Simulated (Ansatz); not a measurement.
# AlO2−: geometry and frequencies at several levels, part 2 of 2

Wanted for AlO2−: geometry and frequencies at several levels. Charge -1.

Ansatz 0.2.0, Gaussian bases. The steps go on from the part before.

## 9. Relaxation, B3LYP-D4/def2-TZVPPD

input.yaml

```yaml
crystal:
  periodic: [false, false, false]
  atoms:
    - { symbol: O, position_ang: [0.0, 0.0, -1.62969648] }
    - { symbol: Al, position_ang: [0.0, 0.0, 3.31e-06] }
    - { symbol: O, position_ang: [0.0, 0.0, 1.62970316] }
total_charge: -1
basis:
  gaussian: { orbitals: def2-TZVPPD.json }
hamiltonian:
  xc: { name: B3LYP }
  dispersion: d4
relax:
  f_tol: 0.002
  max_steps: 150
```

Launch:

```bash
$ ansatz run input.yaml --threads 2 --pin off --max-ram 5120MiB --backend cpu --events-out ev --progress --plain --runs-dir out
```

The log of the run (excerpt; [...] marks lines left out):

```text
Warning: RAYON_NUM_THREADS=2 ignored (pool sized by the plan → 2); use --threads N
[...]
Functional definition: B3LYP
[...]
676 factors; their error is unknown
[...]
mean field -10695.91919945 eV, -393.0677806255 hartree, gradient 2.3e-5 eV, S^2 0.000000; 0 other end points of the search recorded, 0 dependent functions left out
[...]
reference -10695.91939423 eV, -393.0677877833 hartree; 15, 15 occupied and 113, 113 virtual orbitals, 676 factors
relax step   1: F+E_penalty+E_count = -10696.00873870 eV  Δ(F+E_penalty+E_count) = +0.000e0 eV  max|allowed force component| = 1.568e-1 eV/Å  Δτ_max = 0.0000 Å  (29 SCF iters, accepted)
[...]
relax step   2: F+E_penalty+E_count = -10696.00921280 eV  Δ(F+E_penalty+E_count) = -4.741e-4 eV  max|allowed force component| = 8.006e-2 eV/Å  Δτ_max = 0.0020 Å  (34 SCF iters, accepted)
[...]
relax step   3: F+E_penalty+E_count = -10696.00938160 eV  Δ(F+E_penalty+E_count) = -1.688e-4 eV  max|allowed force component| = 6.072e-4 eV/Å  Δτ_max = 0.0021 Å  (34 SCF iters, accepted)
676 factors; their error is unknown
[...]
mean field -10695.91998832 eV, -393.0678096159 hartree, gradient 2.0e-5 eV, S^2 0.000000; 1 other end points of the search recorded, 0 dependent functions left out
[...]
reference -10695.92018316 eV, -393.0678167761 hartree; 15, 15 occupied and 113, 113 virtual orbitals, 676 factors
Total energy: -10696.00957644 eV, -393.0711019183 hartree
Atom 0 at    -0.000000    -0.000000    -1.633796 Å, force     0.000000    -0.000000    -0.000607 eV/Å
Atom 1 at     0.000000     0.000000     0.000003 Å, force    -0.000000     0.000000     0.000000 eV/Å
Atom 2 at    -0.000000    -0.000000     1.633803 Å, force     0.000000    -0.000000     0.000607 eV/Å
Dipole moment:    -0.000000     0.000000    -0.000000 e Å
```

Wall time 13 s (2 threads of Intel Xeon at 2.50GHz (Skylake/Cascade Lake), shared host); peak memory 0.2 GiB.

Relaxation path:

| step | E - E(step 1) (eV) | largest force component (eV/Å) |
| --- | --- | --- |
| 1 | 0.0000 | 0.1568 |
| 2 | -0.0005 | 0.0801 |
| 3 | -0.0006 | 0.0006 |

Step 1 is the start.

Before: Bond lengths: O1–Al2 1.630 Å, Al2–O3 1.630 Å. Angles: O1–Al2–O3 180.0°.

After: Bond lengths: O1–Al2 1.634 Å, Al2–O3 1.634 Å. Angles: O1–Al2–O3 180.0°.

## 10. Frequencies, B3LYP-D4/def2-TZVPPD

input.yaml

```yaml
crystal:
  periodic: [false, false, false]
  atoms:
    - { symbol: O, position_ang: [0.0, 0.0, -1.63379606] }
    - { symbol: Al, position_ang: [0.0, 0.0, 3.31e-06] }
    - { symbol: O, position_ang: [0.0, 0.0, 1.63380274] }
total_charge: -1
basis:
  gaussian: { orbitals: def2-TZVPPD.json }
hamiltonian:
  xc: { name: B3LYP }
  dispersion: d4
phonons: {}
```

Launch:

```bash
$ ansatz run input.yaml --threads 2 --pin off --max-ram 5120MiB --backend cpu --events-out ev --progress --plain --runs-dir out
```

The log of the run (excerpt; [...] marks lines left out):

```text
Warning: RAYON_NUM_THREADS=2 ignored (pool sized by the plan → 2); use --threads N
[...]
Functional definition: B3LYP
[...]
676 factors; their error is unknown
[...]
mean field -10695.91998832 eV, -393.0678096159 hartree, gradient 6.8e-5 eV, S^2 0.000000; 0 other end points of the search recorded, 0 dependent functions left out
[...]
reference -10695.92018316 eV, -393.0678167761 hartree; 15, 15 occupied and 113, 113 virtual orbitals, 676 factors
[...]
676 factors; their error is unknown
[...]
mean field -10695.91998545 eV, -393.0678095102 hartree, gradient 8.2e-7 eV, S^2 0.000000; 0 other end points of the search recorded, 0 dependent functions left out
[...]
reference -10695.92018028 eV, -393.0678166703 hartree; 15, 15 occupied and 113, 113 virtual orbitals, 676 factors
[...]
676 factors; their error is unknown
[...]
mean field -10695.91976760 eV, -393.0678015045 hartree, gradient 2.6e-6 eV, S^2 0.000000; 0 other end points of the search recorded, 0 dependent functions left out
[...]
reference -10695.91996244 eV, -393.0678086646 hartree; 15, 15 occupied and 113, 113 virtual orbitals, 676 factors
[...]
676 factors; their error is unknown
mean field -10695.91976759 eV, -393.0678015041 hartree, gradient 2.6e-6 eV, S^2 0.000000; 0 other end points of the search recorded, 0 dependent functions left out
[...]
reference -10695.91996243 eV, -393.0678086642 hartree; 15, 15 occupied and 113, 113 virtual orbitals, 676 factors
Total energy: -10696.00957644 eV, -393.0711019183 hartree
Atom 0 at     0.000000     0.000000    -1.633796 Å, force     0.000000    -0.000000    -0.000604 eV/Å
Atom 1 at     0.000000     0.000000     0.000003 Å, force    -0.000000     0.000000     0.000000 eV/Å
Atom 2 at     0.000000     0.000000     1.633803 Å, force     0.000000    -0.000000     0.000604 eV/Å
Dipole moment:     0.000000    -0.000000    -0.000000 e Å
Vibrations: 262.71 262.71 800.34 1145.43 cm⁻¹, zero-point energy 0.153194 eV
```

Wall time 29 s (2 threads of Intel Xeon at 2.50GHz (Skylake/Cascade Lake), shared host); peak memory 0.2 GiB.

Harmonic frequencies (cm⁻¹; negative: imaginary): 263, 263, 800, 1145.

## 11. Relaxation, B2PLYP/def2-TZVPPD

input.yaml

```yaml
crystal:
  periodic: [false, false, false]
  atoms:
    - { symbol: O, position_ang: [0.0, 0.0, -1.62969648] }
    - { symbol: Al, position_ang: [0.0, 0.0, 3.31e-06] }
    - { symbol: O, position_ang: [0.0, 0.0, 1.62970316] }
total_charge: -1
basis:
  gaussian: { orbitals: def2-TZVPPD.json }
hamiltonian:
  xc: { name: B2PLYP }
relax:
  f_tol: 0.002
  max_steps: 150
```

Launch:

```bash
$ ansatz run input.yaml --threads 2 --pin off --max-ram 5120MiB --backend cpu --events-out ev --progress --plain --runs-dir out
```

The log of the run (excerpt; [...] marks lines left out):

```text
Warning: RAYON_NUM_THREADS=2 ignored (pool sized by the plan → 2); use --threads N
[...]
Functional definition: B2PLYP
[...]
859 factors; integrals over basis functions are off by at most 3.4e-4 eV
[...]
mean field -10684.48237941 eV, -392.6474852411 hartree, gradient 2.2e-6 eV, S^2 0.000000; 0 other end points of the search recorded, 0 dependent functions left out
7 core orbitals not correlated: weight in the atoms' cores, before any rotation towards them, 1.000 or more for the frozen orbitals, at most 0.000 for the correlated occupied ones
reference -10684.48250462 eV, -392.6474898423 hartree; 8, 8 occupied and 113, 113 virtual orbitals, 859 factors
second order -20.10699377 eV of doubles, -0.00000000 eV of singles
[...]
relax step   1: F+E_penalty+E_count = -10689.91126773 eV  Δ(F+E_penalty+E_count) = +0.000e0 eV  max|allowed force component| = 4.871e-1 eV/Å  Δτ_max = 0.0000 Å  (43 SCF iters, accepted)
[...]
859 factors; integrals over basis functions are off by at most 3.4e-4 eV
[...]
mean field -10684.46165405 eV, -392.6467235980 hartree, gradient 2.6e-6 eV, S^2 0.000000; 1 other end points of the search recorded, 0 dependent functions left out
7 core orbitals not correlated: weight in the atoms' cores, before any rotation towards them, 1.000 or more for the frozen orbitals, at most 0.000 for the correlated occupied ones
reference -10684.46177943 eV, -392.6467282056 hartree; 8, 8 occupied and 113, 113 virtual orbitals, 859 factors
second order -20.20722216 eV of doubles, -0.00000000 eV of singles
[...]
Total energy: -10689.91772941 eV, -392.8472306693 hartree
Atom 0 at    -0.000000     0.000000    -1.642859 Å, force     0.000000    -0.000000    -0.000045 eV/Å
Atom 1 at     0.000000    -0.000000     0.000003 Å, force    -0.000000     0.000000     0.000000 eV/Å
Atom 2 at     0.000000     0.000000     1.642866 Å, force    -0.000000     0.000000     0.000045 eV/Å
Dipole moment:    -0.000000    -0.000000    -0.000000 e Å
```

Wall time 44 s (2 threads of Intel Xeon at 2.50GHz (Skylake/Cascade Lake), shared host); peak memory 0.3 GiB.

Relaxation path:

| step | energy from step 1 (eV) | largest force component (eV/Å) |
| --- | --- | --- |
| 1 | 0.0000 | 0.4871 |
| 2 | -0.0046 | 0.2525 |
| 3 | -0.0063 | 0.0061 |
| 4 | -0.0063 | 0.0000 |

Step 1 is the start.

Before: Bond lengths: O1–Al2 1.630 Å, Al2–O3 1.630 Å. Angles: O1–Al2–O3 180.0°.

After: Bond lengths: O1–Al2 1.643 Å, Al2–O3 1.643 Å. Angles: O1–Al2–O3 180.0°.

## 12. Frequencies, B2PLYP/def2-TZVPPD

input.yaml

```yaml
crystal:
  periodic: [false, false, false]
  atoms:
    - { symbol: O, position_ang: [0.0, 0.0, -1.64285916] }
    - { symbol: Al, position_ang: [0.0, 0.0, 3.31e-06] }
    - { symbol: O, position_ang: [0.0, 0.0, 1.64286584] }
total_charge: -1
basis:
  gaussian: { orbitals: def2-TZVPPD.json }
hamiltonian:
  xc: { name: B2PLYP }
phonons: {}
```

Launch:

```bash
$ ansatz run input.yaml --threads 2 --pin off --max-ram 5120MiB --backend cpu --events-out ev --progress --plain --runs-dir out
```

The log of the run (excerpt; [...] marks lines left out):

```text
Warning: RAYON_NUM_THREADS=2 ignored (pool sized by the plan → 2); use --threads N
[...]
Functional definition: B2PLYP
[...]
859 factors; integrals over basis functions are off by at most 3.4e-4 eV
[...]
mean field -10684.46165405 eV, -392.6467235982 hartree, gradient 2.3e-6 eV, S^2 0.000000; 0 other end points of the search recorded, 0 dependent functions left out
7 core orbitals not correlated: weight in the atoms' cores, before any rotation towards them, 1.000 or more for the frozen orbitals, at most 0.000 for the correlated occupied ones
reference -10684.46177943 eV, -392.6467282057 hartree; 8, 8 occupied and 113, 113 virtual orbitals, 859 factors
second order -20.20722219 eV of doubles, -0.00000000 eV of singles
[...]
859 factors; integrals over basis functions are off by at most 3.4e-4 eV
[...]
859 factors; integrals over basis functions are off by at most 3.4e-4 eV
mean field -10684.46144459 eV, -392.6467159006 hartree, gradient 2.2e-6 eV, S^2 0.000000; 0 other end points of the search recorded, 0 dependent functions left out
7 core orbitals not correlated: weight in the atoms' cores, before any rotation towards them, 1.000 or more for the frozen orbitals, at most 0.000 for the correlated occupied ones
reference -10684.46156997 eV, -392.6467205082 hartree; 8, 8 occupied and 113, 113 virtual orbitals, 859 factors
second order -20.20721864 eV of doubles, -0.00000000 eV of singles
[...]
Total energy: -10689.91772942 eV, -392.8472306698 hartree
Atom 0 at     0.000000     0.000000    -1.642859 Å, force     0.000000     0.000000    -0.000045 eV/Å
Atom 1 at     0.000000     0.000000     0.000003 Å, force    -0.000000     0.000000    -0.000000 eV/Å
Atom 2 at     0.000000     0.000000     1.642866 Å, force    -0.000000    -0.000000     0.000045 eV/Å
Dipole moment:    -0.000000     0.000000    -0.000000 e Å
Vibrations: 257.69 257.69 778.95 1118.44 cm⁻¹, zero-point energy 0.149573 eV
```

Run time: 1.8 min. Hardware: 2 threads of Intel Xeon at 2.50GHz (Skylake/Cascade Lake), shared host; peak memory 0.3 GiB.

Harmonic frequencies (cm⁻¹; negative: imaginary): 258, 258, 779, 1118.

## 13. Geometries side by side

| level | O1–Al2 (Å) | Al2–O3 (Å) | rotational constants (MHz) | highest frequency (cm⁻¹) | CPU time |
| --- | --- | --- | --- | --- | --- |
| PBE0-D4/def2-TZVPPD | 1.6297 | 1.6297 | 5948.3 | 1158 | 28 s |
| PBE-D4/def2-TZVPPD | 1.6521 | 1.6521 | 5788.2 | 1095 | 19 s |
| r2SCAN-D4/def2-TZVPPD | 1.6364 | 1.6364 | 5899.8 | 1144 | 24 s |
| B3LYP-D4/def2-TZVPPD | 1.6338 | 1.6338 | 5918.4 | 1145 | 23 s |
| B2PLYP/def2-TZVPPD | 1.6429 | 1.6429 | 5853.3 | 1118 | 82 s |

Constants are for the commonest isotopes at the equilibrium geometry; times are CPU times of the relaxations.

## 14. Results

What follows sums up all 2 parts.

```
                         quantity             value
     O1–Al2 at B2PLYP/def2-TZVPPD           1.643 Å
     Al2–O3 at B2PLYP/def2-TZVPPD           1.643 Å
frequencies at B2PLYP/def2-TZVPPD  258 to 1118 cm⁻¹
```

The O1–Al2 distance spreads over 0.022 Å, from PBE0-D4/def2-TZVPPD (shortest) to PBE-D4/def2-TZVPPD. No mode is imaginary, so the geometry is a minimum.
